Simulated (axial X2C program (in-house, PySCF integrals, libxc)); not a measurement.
# PH⁺: nuclear properties from DFT to coupled cluster

Calculated with an axial X2C code built on PySCF integrals: two-component X2C with atomic mean-field Coulomb and Gaunt terms, Gaussian nuclei, basis P dyall-av3z, H dyall-av3z with contracted cores.

R = 1.439 Å (near the PBE0 minimum at charge 1 of the determinant lowest at the starting distance; the state shown can have its own minimum elsewhere); state Ω = 1/2 (⟨Sz⟩ = -0.50, ⟨Lz⟩ = 1.00 at PBE0).

```csv
level,Eeff magnitude (GV/cm),Ws magnitude P (kHz),A∥/gI P (MHz),qzz P (a.u.),A∥/gI H (MHz)
PBE0,0.021,0.0165,1050,-2.77,15.3
HF,0.0348,0.0269,924,-2.70,16.2
B3LYP,0.0162,0.0127,1050,-2.79,14.2
```

Eeff is the effective electric field on the electron electric dipole moment in this Ω state and Ws the scalar–pseudoscalar constant of the nucleus named (defined with the proton number Z and per Ω); A∥ (defined per Ω) follows by multiplying with gI = μI/(I μN); qzz is the electric field gradient, eQq0 = 234.96 MHz × Q/barn × qzz. The operators were transformed with the bare-nucleus X2C matrices; with these basis sets, hyperfine constants and field gradients can be off by tens of per cent, and where levels differ in sign neither size nor sign is settled.

Finite-field MP2, CCSD and CCSD(T), with 5 electrons correlated in 69 natural virtual spinors (MP2 remainder added):

```
  level  Eeff magnitude (GV/cm)  Ws magnitude P (kHz)  A∥/gI P (MHz)  qzz P (a.u.)  A∥/gI H (MHz)
    MP2                  0.0137                0.0106            920         -2.65           19.8
   CCSD                  0.0113               0.00873            867         -2.56           16.9
CCSD(T)                 0.00982                0.0076            858         -2.55             17
```

T1 = 0.013 (Lee–Taylor). One unrestricted determinant, the lowest of a limited PBE0 search, is the reference; the functionals treat spin collinearly. Eeff spreads by more than a factor of two over the levels. Correlation of the inner shells is missing, which matters for properties at the nucleus. Number of frozen shells: P 2 s, 1 p; H none.

By how much does correlation change each value, CCSD(T) against HF?

Eeff magnitude -72 %; Ws magnitude P -72 %; A∥/gI P -7 %; qzz P -6 %; A∥/gI H 5 %.
